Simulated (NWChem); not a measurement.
phosphine (PH₃); SMILES P

```xyz
4

P      0.0000     0.0000     0.1380
H      0.4049    -1.1253    -0.6436
H     -1.1770     0.2120    -0.6436
H      0.7721     0.9133    -0.6436
```
Atoms are numbered in this order, from 1.

Computed with NWChem. Geometry optimised at PBE0/def2-SVP; all other runs use it. 

```
quantity                                                           level  value
--------------------------------------------------  --------------------  -----
dipole in solution (D) in water                       PBE0/def2-SVP, SMD   1.26
−ε(HOMO) (eV)                                               PBE/def2-SVP   6.55
isotropic polarisability (bohr³), static                 B3LYP/def2-SVPD   29.9
vertical, lowest state with f > 0.02, singlet (eV)  B3LYP/def2-SVPD, TDA   7.05
dipole (D)                                                 PBE0/def2-SVP   0.91
highest harmonic frequency (cm⁻¹)                          PBE0/def2-SVP   2425
```
